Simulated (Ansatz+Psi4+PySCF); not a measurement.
## doublet Si2H6(+): levels of theory in one basis

```xyz
8

Si    0.0076   -0.0065    1.1676
Si   -0.0031   -0.0018   -1.1583
H     0.0084    1.3929    1.6915
H    -1.2046   -0.6915    1.6777
H     1.2162   -0.6939    1.6848
H     0.0068   -1.3909   -1.6930
H    -1.2025    0.7005   -1.6943
H     1.2049    0.6970   -1.6762
```

Basis set: cc-pVTZ on H; cc-pV(T+d)Z on Si (spherical functions). Frozen core: 10 orbitals. Correlation on ROHF uses semicanonical orbitals with singles. Charge 1, multiplicity 2.

Computed with Ansatz (development build ahead of 0.2.0) and Psi4 1.11; each method stands on the lowest determinant of its kind that the runs found.

| method | E − E(ROHF) (eV) | <S²> of the determinant |
| --- | --- | --- |
| ROHF | 0.00 | 0.75 |
| UHF | -0.07 | 0.76 |
| ROHF-MP2 | -6.45 | – |
| UHF-MP2 | -6.45 | 0.76 |
